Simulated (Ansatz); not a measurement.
Basis-set extrapolation for C6H12 (`C=C(C)C(C)C`) (PBE0-D4/def2-TZVP geometry, frozen core, the Gaussian-basis code of Ansatz). Multiplicity 1, RHF reference.

|  | def2-TZVPP | def2-QZVPP |
| --- | --- | --- |
| HF | -234.266466 | -234.277406 |
| MP2 correlation | -1.036674 | -1.100676 |
| CCSD(T) correlation | -1.144423 | not run |

Energies in hartree. Use E(X) = E(∞) + A·exp(−7.88·√X) for Hartree–Fock and E(X) = E(∞) + B·X^(−2.97) for correlation, with X = 3 and 4, and add CCSD(T) minus MP2 of the smaller set to the MP2 limit.

Task: What is the CCSD(T) energy at the basis-set limit?

Result: HF limit: -234.277406 + (-0.010940) × 0.13774 = -234.27891. MP2 limit: -1.100676 + (-0.064002) × 0.74074 = -1.14808. Higher-order term: -1.144423 − (-1.036674) = -0.10775. Total: -235.53474 hartree, 3.37 eV below CCSD(T)/def2-TZVPP.
